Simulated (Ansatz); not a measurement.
A short molecular-dynamics run on C$_{3}$H$_{4}$FNS, SMILES `CC(=S)C(=N)F`.

```yaml
crystal:
  periodic: [false, false, false]
  atoms:
    - {symbol: C, position_ang: [0.278799, -0.619294, 1.197141]}
    - {symbol: C, position_ang: [0.080268, -0.724164, -0.274599]}
    - {symbol: S, position_ang: [0.173380, -2.103945, -1.108933]}
    - {symbol: C, position_ang: [-0.219133, 0.562840, -0.953717]}
    - {symbol: N, position_ang: [-0.298687, 1.647180, -0.331205]}
    - {symbol: F, position_ang: [-0.396377, 0.474255, -2.271899]}
    - {symbol: H, position_ang: [0.492637, -1.597447, 1.620376]}
    - {symbol: H, position_ang: [-0.611260, -0.189861, 1.665214]}
    - {symbol: H, position_ang: [1.094401, 0.075320, 1.416226]}
    - {symbol: H, position_ang: [-0.510929, 2.423814, -0.955603]}
basis:
  gaussian: {orbitals: "6-31G*"}
magnetization: {spin_polarized: true, initial_magnetization: 0}
hamiltonian: {xc: {name: r2SCAN}}
md: {timestep: 0.5 fs, n_steps: 20, ensemble: nvt_nose_hoover, temperature: 700, initial_velocities: maxwell_boltzmann, seed: 477}
```

```sh
$ ansatz run in.yaml --threads 4 --pin off --events-out ev --progress --plain --max-ram 10444MiB
```

| step | time (fs) | potential energy (eV) | kinetic (eV) | T (K) | conserved (eV) |
| --- | --- | --- | --- | --- | --- |
| 0 | 0.0 | -18212.3774 | 0.7239 | 700 | -18211.6535 |
| 1 | 0.5 | -18212.3528 | 0.6995 | 676 | -18211.6533 |
| 2 | 1.0 | -18212.2918 | 0.6395 | 618 | -18211.6523 |
| 3 | 1.5 | -18212.2106 | 0.5597 | 541 | -18211.6508 |
| 4 | 2.0 | -18212.1313 | 0.4817 | 466 | -18211.6496 |
| 5 | 2.5 | -18212.0730 | 0.4239 | 410 | -18211.6491 |
| 6 | 3.0 | -18212.0432 | 0.3937 | 381 | -18211.6495 |
| 7 | 3.5 | -18212.0362 | 0.3859 | 373 | -18211.6504 |
| 8 | 4.0 | -18212.0387 | 0.3876 | 375 | -18211.6512 |
| 9 | 4.5 | -18212.0368 | 0.3852 | 372 | -18211.6518 |
| 10 | 5.0 | -18212.0213 | 0.3696 | 357 | -18211.6519 |
| 11 | 5.5 | -18211.9893 | 0.3379 | 327 | -18211.6517 |
| 12 | 6.0 | -18211.9435 | 0.2926 | 283 | -18211.6513 |
| 13 | 6.5 | -18211.8914 | 0.2413 | 233 | -18211.6505 |
| 14 | 7.0 | -18211.8447 | 0.1955 | 189 | -18211.6497 |
| 15 | 7.5 | -18211.8165 | 0.1680 | 162 | -18211.6490 |
| 16 | 8.0 | -18211.8176 | 0.1694 | 164 | -18211.6488 |
| 17 | 8.5 | -18211.8521 | 0.2036 | 197 | -18211.6491 |
| 18 | 9.0 | -18211.9142 | 0.2649 | 256 | -18211.6500 |
| 19 | 9.5 | -18211.9895 | 0.3391 | 328 | -18211.6513 |
| 20 | 10.0 | -18212.0589 | 0.4076 | 394 | -18211.6524 |

Velocities are drawn at the set temperature; a run this short doesn't reach equilibrium.

Frames (Å, forces in eV/Å):

```xyz
10
time=0.0 fs
C     0.279   -0.619    1.197    0.013    0.010    0.109
C     0.080   -0.724   -0.275   -0.041    0.462    0.195
S     0.173   -2.104   -1.109    0.049   -0.726   -0.438
C    -0.219    0.563   -0.954    0.074   -0.538   -0.054
N    -0.299    1.647   -0.331    0.002    0.709    0.779
F    -0.396    0.474   -2.272   -0.076   -0.094   -0.630
H     0.493   -1.597    1.620    0.031   -0.120    0.081
H    -0.611   -0.190    1.665   -0.109    0.068    0.077
H     1.094    0.075    1.416    0.101    0.101    0.047
H    -0.511    2.424   -0.956   -0.044    0.128   -0.167
10
time=0.5 fs
C     0.277   -0.622    1.200   -0.138    1.200   -0.081
C     0.078   -0.721   -0.280    0.067    0.433    0.483
S     0.174   -2.105   -1.108    0.037   -0.715   -0.450
C    -0.217    0.565   -0.960    0.092   -0.675    0.230
N    -0.296    1.643   -0.332   -0.108    1.190    0.717
F    -0.398    0.475   -2.268   -0.133   -0.102   -1.045
H     0.492   -1.581    1.611    0.144   -0.844    0.385
H    -0.619   -0.181    1.676    0.219   -0.140   -0.128
H     1.101    0.081    1.433   -0.241   -0.184   -0.121
H    -0.523    2.433   -0.947    0.060   -0.162    0.010
10
time=1.0 fs
C     0.276   -0.624    1.202   -0.296    2.335   -0.286
C     0.077   -0.718   -0.286    0.175    0.387    0.757
S     0.175   -2.105   -1.108    0.025   -0.696   -0.458
C    -0.214    0.567   -0.967    0.111   -0.786    0.541
N    -0.294    1.639   -0.332   -0.218    1.634    0.664
F    -0.400    0.475   -2.264   -0.194   -0.111   -1.477
H     0.491   -1.567    1.603    0.263   -1.565    0.683
H    -0.626   -0.172    1.687    0.503   -0.331   -0.309
H     1.108    0.087    1.450   -0.535   -0.430   -0.279
H    -0.535    2.443   -0.939    0.166   -0.438    0.165
10
time=1.5 fs
C     0.274   -0.626    1.205   -0.433    3.278   -0.469
C     0.075   -0.715   -0.291    0.280    0.322    1.011
S     0.176   -2.106   -1.107    0.013   -0.669   -0.461
C    -0.212    0.569   -0.974    0.132   -0.866    0.876
N    -0.292    1.636   -0.333   -0.319    2.012    0.631
F    -0.402    0.475   -2.260   -0.260   -0.121   -1.920
H     0.492   -1.556    1.597    0.363   -2.166    0.925
H    -0.633   -0.164    1.697    0.725   -0.495   -0.458
H     1.113    0.092    1.466   -0.765   -0.624   -0.419
H    -0.547    2.451   -0.931    0.265   -0.672    0.284
10
time=2.0 fs
C     0.272   -0.627    1.207   -0.516    3.894   -0.585
C     0.073   -0.711   -0.297    0.383    0.240    1.243
S     0.177   -2.107   -1.107   -0.001   -0.632   -0.460
C    -0.209    0.571   -0.980    0.153   -0.914    1.233
N    -0.289    1.632   -0.333   -0.404    2.303    0.624
F    -0.404    0.475   -2.256   -0.330   -0.131   -2.366
H     0.493   -1.550    1.593    0.412   -2.525    1.062
H    -0.637   -0.157    1.706    0.877   -0.624   -0.570
H     1.116    0.095    1.481   -0.925   -0.762   -0.538
H    -0.558    2.457   -0.921    0.350   -0.848    0.357
10
time=2.5 fs
C     0.270   -0.628    1.209   -0.520    4.091   -0.604
C     0.072   -0.708   -0.302    0.482    0.139    1.451
S     0.177   -2.108   -1.106   -0.015   -0.586   -0.454
C    -0.206    0.572   -0.986    0.175   -0.930    1.605
N    -0.287    1.630   -0.333   -0.467    2.494    0.643
F    -0.405    0.476   -2.253   -0.402   -0.140   -2.807
H     0.495   -1.551    1.591    0.390   -2.556    1.061
H    -0.639   -0.152    1.714    0.956   -0.716   -0.644
H     1.117    0.096    1.495   -1.015   -0.842   -0.634
H    -0.568    2.462   -0.911    0.415   -0.953    0.382
10
time=3.0 fs
C     0.268   -0.627    1.212   -0.438    3.861   -0.528
C     0.070   -0.705   -0.307    0.577    0.022    1.635
S     0.178   -2.109   -1.106   -0.029   -0.531   -0.444
C    -0.204    0.574   -0.992    0.196   -0.914    1.982
N    -0.285    1.627   -0.333   -0.503    2.579    0.687
F    -0.407    0.476   -2.250   -0.474   -0.148   -3.231
H     0.498   -1.558    1.592    0.290   -2.251    0.922
H    -0.639   -0.148    1.720    0.962   -0.769   -0.679
H     1.116    0.095    1.507   -1.035   -0.865   -0.704
H    -0.577    2.464   -0.900    0.455   -0.983    0.359
10
time=3.5 fs
C     0.266   -0.626    1.214   -0.286    3.278   -0.393
C     0.069   -0.701   -0.311    0.667   -0.110    1.794
S     0.179   -2.110   -1.105   -0.044   -0.468   -0.429
C    -0.201    0.575   -0.997    0.215   -0.869    2.353
N    -0.283    1.625   -0.333   -0.511    2.556    0.754
F    -0.409    0.476   -2.247   -0.545   -0.154   -3.627
H     0.501   -1.570    1.595    0.128   -1.685    0.679
H    -0.637   -0.147    1.724    0.895   -0.780   -0.674
H     1.112    0.093    1.518   -0.987   -0.834   -0.747
H    -0.585    2.464   -0.888    0.468   -0.934    0.290
10
time=4.0 fs
C     0.264   -0.624    1.216   -0.093    2.461   -0.256
C     0.067   -0.698   -0.315    0.752   -0.254    1.932
S     0.180   -2.111   -1.105   -0.059   -0.396   -0.411
C    -0.198    0.576   -1.002    0.230   -0.800    2.703
N    -0.281    1.624   -0.333   -0.487    2.428    0.843
F    -0.411    0.476   -2.245   -0.613   -0.157   -3.982
H     0.505   -1.586    1.600   -0.065   -0.976    0.385
H    -0.633   -0.147    1.727    0.756   -0.751   -0.629
H     1.106    0.088    1.527   -0.871   -0.749   -0.762
H    -0.592    2.462   -0.875    0.451   -0.807    0.178
10
time=4.5 fs
C     0.262   -0.622    1.217    0.107    1.532   -0.169
C     0.066   -0.695   -0.319    0.832   -0.408    2.049
S     0.180   -2.112   -1.105   -0.074   -0.319   -0.389
C    -0.195    0.576   -1.007    0.238   -0.710    3.018
N    -0.279    1.623   -0.333   -0.432    2.205    0.951
F    -0.414    0.476   -2.243   -0.673   -0.157   -4.284
H     0.509   -1.604    1.605   -0.260   -0.243    0.089
H    -0.626   -0.149    1.729    0.548   -0.682   -0.545
H     1.097    0.081    1.533   -0.689   -0.612   -0.747
H    -0.598    2.458   -0.862    0.403   -0.607    0.029
10
time=5.0 fs
C     0.260   -0.619    1.219    0.289    0.581   -0.167
C     0.065   -0.692   -0.322    0.907   -0.569    2.147
S     0.181   -2.113   -1.104   -0.089   -0.236   -0.364
C    -0.193    0.577   -1.010    0.237   -0.606    3.282
N    -0.278    1.622   -0.332   -0.347    1.901    1.074
F    -0.416    0.476   -2.242   -0.724   -0.152   -4.519
H     0.512   -1.623    1.611   -0.433    0.427   -0.177
H    -0.619   -0.152    1.729    0.276   -0.576   -0.424
H     1.087    0.073    1.539   -0.443   -0.425   -0.701
H    -0.603    2.452   -0.849    0.327   -0.344   -0.150
10
time=5.5 fs
C     0.258   -0.617    1.221    0.436   -0.336   -0.262
C     0.065   -0.688   -0.325    0.974   -0.734    2.227
S     0.182   -2.114   -1.104   -0.104   -0.150   -0.336
C    -0.190    0.578   -1.013    0.226   -0.493    3.480
N    -0.276    1.622   -0.332   -0.238    1.541    1.206
F    -0.418    0.476   -2.242   -0.763   -0.143   -4.679
H     0.514   -1.641    1.616   -0.572    0.986   -0.393
H    -0.611   -0.157    1.728   -0.048   -0.438   -0.270
H     1.076    0.064    1.542   -0.139   -0.193   -0.625
H    -0.607    2.445   -0.836    0.228   -0.039   -0.347
10
time=6.0 fs
C     0.256   -0.614    1.223    0.539   -1.183   -0.448
C     0.064   -0.686   -0.327    1.035   -0.899    2.292
S     0.183   -2.115   -1.104   -0.118   -0.062   -0.306
C    -0.187    0.578   -1.016    0.201   -0.378    3.602
N    -0.274    1.621   -0.331   -0.116    1.157    1.333
F    -0.420    0.477   -2.242   -0.787   -0.129   -4.756
H     0.515   -1.657    1.621   -0.672    1.416   -0.556
H    -0.602   -0.163    1.726   -0.406   -0.277   -0.093
H     1.065    0.055    1.544    0.208    0.073   -0.522
H    -0.611    2.439   -0.824    0.116    0.281   -0.545
10
time=6.5 fs
C     0.254   -0.611    1.225    0.593   -1.931   -0.696
C     0.064   -0.683   -0.329    1.087   -1.061    2.340
S     0.183   -2.116   -1.103   -0.131    0.026   -0.274
C    -0.184    0.579   -1.018    0.162   -0.266    3.638
N    -0.273    1.622   -0.330    0.004    0.794    1.439
F    -0.423    0.477   -2.242   -0.795   -0.111   -4.746
H     0.514   -1.669    1.624   -0.734    1.720   -0.668
H    -0.595   -0.170    1.724   -0.767   -0.105    0.090
H     1.054    0.045    1.545    0.574    0.356   -0.399
H    -0.614    2.433   -0.814    0.007    0.577   -0.724
10
time=7.0 fs
C     0.252   -0.609    1.226    0.597   -2.542   -0.968
C     0.063   -0.680   -0.331    1.131   -1.216    2.372
S     0.184   -2.117   -1.103   -0.143    0.113   -0.240
C    -0.181    0.579   -1.019    0.108   -0.160    3.586
N    -0.271    1.622   -0.328    0.103    0.499    1.506
F    -0.426    0.477   -2.244   -0.784   -0.088   -4.649
H     0.512   -1.677    1.626   -0.761    1.902   -0.734
H    -0.590   -0.177    1.722   -1.094    0.057    0.259
H     1.045    0.037    1.545    0.923    0.630   -0.271
H    -0.618    2.428   -0.805   -0.080    0.806   -0.860
10
time=7.5 fs
C     0.250   -0.608    1.228    0.556   -2.973   -1.218
C     0.064   -0.678   -0.332    1.165   -1.362    2.388
S     0.185   -2.118   -1.103   -0.154    0.197   -0.205
C    -0.178    0.579   -1.019    0.039   -0.066    3.448
N    -0.269    1.622   -0.327    0.163    0.310    1.516
F    -0.428    0.477   -2.246   -0.757   -0.062   -4.469
H     0.507   -1.681    1.625   -0.754    1.972   -0.758
H    -0.587   -0.183    1.721   -1.342    0.192    0.389
H     1.038    0.030    1.544    1.211    0.861   -0.155
H    -0.621    2.426   -0.798   -0.128    0.931   -0.935
10
time=8.0 fs
C     0.249   -0.607    1.229    0.476   -3.174   -1.404
C     0.064   -0.676   -0.332    1.190   -1.496    2.387
S     0.186   -2.119   -1.103   -0.163    0.277   -0.171
C    -0.175    0.579   -1.018   -0.043    0.015    3.231
N    -0.268    1.622   -0.325    0.172    0.253    1.461
F    -0.431    0.477   -2.248   -0.711   -0.033   -4.215
H     0.501   -1.680    1.623   -0.716    1.930   -0.743
H    -0.588   -0.190    1.721   -1.472    0.282    0.458
H     1.033    0.025    1.543    1.393    1.016   -0.066
H    -0.625    2.425   -0.793   -0.126    0.930   -0.939
10
time=8.5 fs
C     0.247   -0.607    1.230    0.368   -3.110   -1.498
C     0.064   -0.674   -0.332    1.203   -1.616    2.369
S     0.186   -2.120   -1.103   -0.171    0.351   -0.136
C    -0.172    0.580   -1.017   -0.136    0.082    2.945
N    -0.266    1.623   -0.323    0.128    0.327    1.343
F    -0.434    0.477   -2.251   -0.651   -0.002   -3.896
H     0.493   -1.674    1.620   -0.647    1.775   -0.687
H    -0.592   -0.195    1.722   -1.461    0.318    0.451
H     1.032    0.022    1.541    1.435    1.070   -0.020
H    -0.629    2.427   -0.791   -0.070    0.804   -0.871
10
time=9.0 fs
C     0.246   -0.607    1.230    0.242   -2.765   -1.501
C     0.065   -0.673   -0.332    1.206   -1.719    2.332
S     0.187   -2.121   -1.102   -0.176    0.420   -0.101
C    -0.169    0.580   -1.016   -0.239    0.135    2.607
N    -0.264    1.623   -0.320    0.040    0.507    1.171
F    -0.437    0.477   -2.255   -0.576    0.030   -3.525
H     0.484   -1.664    1.614   -0.546    1.498   -0.589
H    -0.599   -0.200    1.724   -1.308    0.302    0.371
H     1.035    0.022    1.540    1.327    1.014   -0.019
H    -0.634    2.431   -0.791    0.031    0.578   -0.746
10
time=9.5 fs
C     0.245   -0.608    1.230    0.104   -2.151   -1.436
C     0.066   -0.672   -0.331    1.198   -1.803    2.278
S     0.188   -2.122   -1.102   -0.180    0.483   -0.067
C    -0.166    0.580   -1.013   -0.347    0.175    2.233
N    -0.262    1.624   -0.318   -0.078    0.753    0.965
F    -0.440    0.477   -2.258   -0.491    0.062   -3.115
H     0.473   -1.650    1.607   -0.415    1.091   -0.445
H    -0.610   -0.204    1.727   -1.038    0.243    0.229
H     1.040    0.025    1.538    1.085    0.859   -0.058
H    -0.638    2.436   -0.792    0.161    0.289   -0.584
10
time=10.0 fs
C     0.243   -0.609    1.230   -0.043   -1.307   -1.342
C     0.067   -0.671   -0.329    1.179   -1.867    2.205
S     0.188   -2.123   -1.102   -0.181    0.539   -0.034
C    -0.163    0.581   -1.011   -0.457    0.203    1.840
N    -0.261    1.624   -0.315   -0.205    1.020    0.743
F    -0.443    0.477   -2.263   -0.397    0.094   -2.679
H     0.461   -1.634    1.599   -0.253    0.549   -0.251
H    -0.623   -0.208    1.731   -0.688    0.160    0.048
H     1.048    0.029    1.537    0.745    0.629   -0.124
H    -0.642    2.442   -0.795    0.300   -0.020   -0.406
```

Hardware: 4 threads of an AMD EPYC 7B13 on a shared host. Wall time 56 s, peak host memory 0.25 GiB.
